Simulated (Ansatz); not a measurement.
Q: Name a neutral molecule of C, O and H with HOMO energy (PBE/def2-TZVPP) between -6.75 and -6.45 eV and ideal-gas entropy at 298 K and 1 bar (rigid rotor, harmonic PBE0-D4/def2-TZVP) between 277 and 293 J/(mol·K) (Ansatz, PBE0-D4/def2-TZVP geometry).

A: `COC=O` (-6.65 eV, 284 J/(mol·K)); `C#CCO` (-6.48 eV, 285 J/(mol·K)). Other molecules can fit too; these were computed, each in one conformer that needn't be the lowest.
